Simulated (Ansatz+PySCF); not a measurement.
doublet C2H3: levels of theory in one basis

```yaml
atoms:
  - { symbol: H, position_ang: [0.8982, 1.2601, -2.2000] }
  - { symbol: H, position_ang: [0.9409, -1.2299, -2.2000] }
  - { symbol: H, position_ang: [-0.9497, -1.2038, -2.2000] }
  - { symbol: C, position_ang: [-0.0257, 0.6954, -2.2000] }
  - { symbol: C, position_ang: [-0.0257, -0.6390, -2.2000] }
```

Basis set: cc-pVTZ (spherical functions). Frozen core: 2 orbitals. Correlation on ROHF uses semicanonical orbitals with singles. Charge 0, multiplicity 2.

Computed with Ansatz (development build ahead of 0.2.0); each method stands on the lowest determinant of its kind that the runs found.

| method | E − E(ROHF) (eV) | <S²> of the determinant |
| --- | --- | --- |
| ROHF | 0.00 | 0.75 |
| UHF | -0.26 | 1.00 |
| ROHF-MP2 | -8.22 | – |
| UHF-CCSD | -8.92 | 1.00 |
| ROHF-CCSD(T) | -9.31 | – |
| UHF-CCSD(T) | -9.30 | 1.00 |

(1) What does UHF-MP2 give on the same scale?

(2) Is a single determinant a sound starting point here?

Answers

(1) -7.93 eV.

(2) Only with care. Unrestricted orbitals gain 0.26 eV and <S²> is 1.00 against 0.75 for a pure state, a contamination that matters most for the unrestricted series.

Caution for UHF, UHF-MP2, UHF-CCSD, UHF-CCSD(T): the unrestricted determinant is spin contaminated. Caution for ROHF-MP2, UHF-MP2: forces differ strongly between restricted and unrestricted references.
